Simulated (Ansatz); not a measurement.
Cost and result for the atomization energy of C$_{2}$H$_{4}$O$_{2}$S (`O=C(O)CS`) (9 atoms, 8 bonds).

Z-matrix (Å, degrees):
```
C
S 1 1.812
C 1 1.502 2 111.7
H 1 1.090 2 110.2 3 -123.6
H 1 1.088 2 106.1 3 117.8
H 2 1.342 1 96.2 3 67.4
O 3 1.344 1 111.5 2 -74.0
O 3 1.199 1 125.4 2 105.9
H 7 0.967 3 106.8 1 178.2
```

Charge 0, multiplicity 1. The structure was optimised at the PBE0-D4/def2-TZVP level. It is one conformer, not always the lowest. Program: Ansatz. All runs use 2 threads of an Arm Neoverse V2 on a shared host. Times are those of one run each, without the atoms' runs, and a repeat can differ threefold. Electronic energies, without spin–orbit coupling; frozen cores. CCSD(T)/CBS adds CCSD(T) − MP2 in def2-TZVPP to the MP2 limit, and its time is that of the two runs behind it. T1 = 0.014. B3LYP takes the VWN-RPA correlation (the form of Gaussian; ORCA's B3LYP/G).

CCSD(T)/CBS is a level of theory with its own doubt, some kJ/mol a heavy atom from the limit and from the frozen cores, so smaller differences don't rank the functionals.

```json
{"level": "revPBE-D4/def2-TZVPP", "functions": "222", "wall time": "2.6 s"}
{"level": "PBE-D4/def2-TZVPP (with forces)", "functions": "222", "wall time": "3.3 s"}
{"level": "BHLYP-D4/def2-TZVPP", "functions": "222", "wall time": "4 s"}
{"level": "CAM-B3LYP-D4/def2-TZVPP", "functions": "222", "wall time": "4.2 s"}
{"level": "B3LYP-D4/def2-TZVPP (with forces)", "functions": "222", "wall time": "6 s"}
{"level": "CCSD(T)/def2-SVP", "functions": "94", "wall time": "6 s"}
{"level": "PBE-QIDH/def2-TZVPP", "functions": "222", "wall time": "7.5 s"}
{"level": "ωB97X-V/def2-TZVPP", "functions": "222", "wall time": "11 s"}
{"level": "B97M-V/def2-TZVPP", "functions": "222", "wall time": "13 s"}
{"level": "ωB97M-V/def2-TZVPP (with forces)", "functions": "222", "wall time": "15 s"}
{"level": "MP2/def2-QZVPP", "functions": "418", "wall time": "27 s"}
{"level": "CCSD(T)/def2-TZVPP", "functions": "222", "wall time": "2.9 min"}
{"level": "CCSD(T)/CBS(def2)", "functions": "–", "wall time": "3.3 min"}
```

Task: What atomization energy does each give, and how far from CCSD(T)/CBS? (Best estimate.)

Result: Computed: 
```
                            level  atomization (kcal/mol)  difference from CCSD(T)/CBS  per bond
             revPBE-D4/def2-TZVPP                   863.0                          6.1       0.8
  PBE-D4/def2-TZVPP (with forces)                   889.9                         33.0       4.1
              BHLYP-D4/def2-TZVPP                   815.4                        -41.5      -5.2
          CAM-B3LYP-D4/def2-TZVPP                   858.9                          2.0       0.3
B3LYP-D4/def2-TZVPP (with forces)                   854.6                         -2.3      -0.3
                 CCSD(T)/def2-SVP                   808.9                        -48.0      -6.0
              PBE-QIDH/def2-TZVPP                   851.0                         -5.9      -0.7
               ωB97X-V/def2-TZVPP                   860.4                          3.5       0.4
                B97M-V/def2-TZVPP                   859.5                          2.6       0.3
 ωB97M-V/def2-TZVPP (with forces)                   862.3                          5.4       0.7
                   MP2/def2-QZVPP                   871.8                         14.9       1.9
               CCSD(T)/def2-TZVPP                   831.6                        -25.3      -3.2
                CCSD(T)/CBS(def2)                   856.9                          0.0       0.0
```

In def2-TZVPP, CCSD(T) changes the Hartree–Fock value by +247.6 kcal/mol (the triples alone add +18.0 kcal/mol) and MP2 by +273.0 kcal/mol; breaking electron pairs costs correlation energy, which Hartree–Fock lacks. From PBE to PBE0 (25 % exact exchange), in def2-TZVPP and without D4, the atomization energy moves by −27.1 kcal/mol: exact exchange takes away binding that semilocal exchange gives to molecules. At CCSD(T), def2-SVP lies −48.0 kcal/mol from the extrapolated value and def2-TZVPP −25.3 kcal/mol: correlation converges slowly with the basis, and small sets miss more of it in the bonded molecule than in its fragments.
